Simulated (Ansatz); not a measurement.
Ansatz (a program for electronic structure) input for C2F4, SMILES FC(F)=C(F)F, PBE-D3(BJ)/def2-SVP. 

Ansatz 0.2 input:
```yaml
crystal:
  periodic: [false, false, false]
  atoms:
    - {symbol: F, position_ang: [0.00000000, 1.10178340, -1.38605799]}
    - {symbol: C, position_ang: [0.00000000, -0.00000000, -0.66697404]}
    - {symbol: F, position_ang: [0.00000000, -1.10178339, -1.38605800]}
    - {symbol: C, position_ang: [0.00000000, 0.00000000, 0.66697404]}
    - {symbol: F, position_ang: [0.00000000, -1.10178340, 1.38605799]}
    - {symbol: F, position_ang: [0.00000000, 1.10178339, 1.38605800]}
basis:
  gaussian:
    orbitals: def2-SVP
hamiltonian:
  xc: pbe
  dispersion: d3bj
relax: {f_tol: 0.002, max_steps: 200}
```

Output:

```
Functional definition: PBE
integrals: 0.03 GiB planned
908 factors; their error is unknown
mean field: 0.18 GiB planned
mean field evaluation 1: about -12915.7646 eV, gradient 3.1e1 eV
mean field evaluation 2: about -12915.8736 eV, gradient 3.2e1 eV
mean field evaluation 4: about -12917.3219 eV, gradient 1.3e0 eV
mean field evaluation 8: about -12917.2574 eV, gradient 3.7e-3 eV
mean field -12917.25740366 eV, -474.7004539529 hartree, gradient 3.4e-6 eV, S^2 0.000000; 0 other end points of the search recorded, 0 dependent functions left out
the calculation of the forces begins
reference -12917.25741605 eV, -474.7004544083 hartree; 24, 24 occupied and 60, 60 virtual orbitals, 908 factors
relax step   1: F+E_penalty+E_count = -12917.33839690 eV  Δ(F+E_penalty+E_count) = +0.000e0 eV  max|allowed force component| = 4.110e-1 eV/Å  Δτ_max = 0.0000 Å  (25 SCF iters, accepted)
these checks for a lower state are left out or cut short: starts, cluster_reference, orbital_swaps, neighbouring_geometries, increment
integrals: 0.03 GiB planned
908 factors; their error is unknown
mean field: 0.18 GiB planned
mean field evaluation 16: about -12917.3341 eV, gradient 1.0e0 eV
mean field -12917.26851346 eV, -474.7008622307 hartree, gradient 6.8e-6 eV, S^2 0.000000; 0 other end points of the search recorded, 0 dependent functions left out
the calculation of the forces begins
reference -12917.26852586 eV, -474.7008626862 hartree; 24, 24 occupied and 60, 60 virtual orbitals, 908 factors
relax step   2: F+E_penalty+E_count = -12917.34932090 eV  Δ(F+E_penalty+E_count) = -1.092e-2 eV  max|allowed force component| = 1.463e-1 eV/Å  Δτ_max = 0.0086 Å  (29 SCF iters, accepted)
these checks for a lower state are left out or cut short: starts, cluster_reference, orbital_swaps, neighbouring_geometries, increment
integrals: 0.03 GiB planned
908 factors; their error is unknown
mean field: 0.18 GiB planned
mean field -12917.26983309 eV, -474.7009107262 hartree, gradient 6.8e-6 eV, S^2 0.000000; 0 other end points of the search recorded, 0 dependent functions left out
the calculation of the forces begins
reference -12917.26984549 eV, -474.7009111816 hartree; 24, 24 occupied and 60, 60 virtual orbitals, 908 factors
relax step   3: F+E_penalty+E_count = -12917.35056447 eV  Δ(F+E_penalty+E_count) = -1.244e-3 eV  max|allowed force component| = 6.450e-3 eV/Å  Δτ_max = 0.0037 Å  (29 SCF iters, accepted)
these checks for a lower state are left out or cut short: starts, cluster_reference, orbital_swaps, neighbouring_geometries, increment
integrals: 0.03 GiB planned
908 factors; their error is unknown
mean field: 0.18 GiB planned
mean field evaluation 32: about -12917.3376 eV, gradient 1.9e-1 eV
mean field -12917.26983382 eV, -474.7009107528 hartree, gradient 1.8e-5 eV, S^2 0.000000; 0 other end points of the search recorded, 0 dependent functions left out
the calculation of the forces begins
reference -12917.26984621 eV, -474.7009112082 hartree; 24, 24 occupied and 60, 60 virtual orbitals, 908 factors
relax step   4: F+E_penalty+E_count = -12917.35056605 eV  Δ(F+E_penalty+E_count) = -1.584e-6 eV  max|allowed force component| = 2.328e-3 eV/Å  Δτ_max = 0.0003 Å  (19 SCF iters, accepted)
these checks for a lower state are left out or cut short: starts, cluster_reference, orbital_swaps, neighbouring_geometries, increment
integrals: 0.03 GiB planned
908 factors; their error is unknown
mean field: 0.18 GiB planned
mean field -12917.26983472 eV, -474.7009107861 hartree, gradient 7.9e-6 eV, S^2 0.000000; 0 other end points of the search recorded, 0 dependent functions left out
the calculation of the forces begins
reference -12917.26984712 eV, -474.7009112415 hartree; 24, 24 occupied and 60, 60 virtual orbitals, 908 factors
relax step   5: F+E_penalty+E_count = -12917.35056623 eV  Δ(F+E_penalty+E_count) = -1.756e-7 eV  max|allowed force component| = 3.920e-5 eV/Å  Δτ_max = 0.0001 Å  (18 SCF iters, accepted)
integrals: 0.03 GiB planned
908 factors; their error is unknown
mean field: 0.18 GiB planned
mean field -12917.26983472 eV, -474.7009107861 hartree, gradient 9.6e-6 eV, S^2 0.000000; 1 other end points of the search recorded, 0 dependent functions left out
the calculation of the forces begins
reference -12917.26984712 eV, -474.7009112415 hartree; 24, 24 occupied and 60, 60 virtual orbitals, 908 factors
Total energy: -12917.35057862 eV, -474.7038780696 hartree
Atom 0 at    -0.000000     1.109455    -1.395649 Å, force    -0.000000    -0.000003    -0.000005 eV/Å
Atom 1 at    -0.000000     0.000000    -0.672207 Å, force    -0.000000     0.000000    -0.000039 eV/Å
Atom 2 at     0.000000    -1.109455    -1.395649 Å, force     0.000000     0.000003    -0.000005 eV/Å
Atom 3 at     0.000000    -0.000000     0.672207 Å, force    -0.000000    -0.000000     0.000039 eV/Å
Atom 4 at    -0.000000    -1.109455     1.395649 Å, force     0.000000     0.000003     0.000005 eV/Å
Atom 5 at     0.000000     1.109455     1.395649 Å, force     0.000000    -0.000003     0.000005 eV/Å
Dipole moment:     0.000000    -0.000000    -0.000000 e Å
```

The calculation finished and met its thresholds.
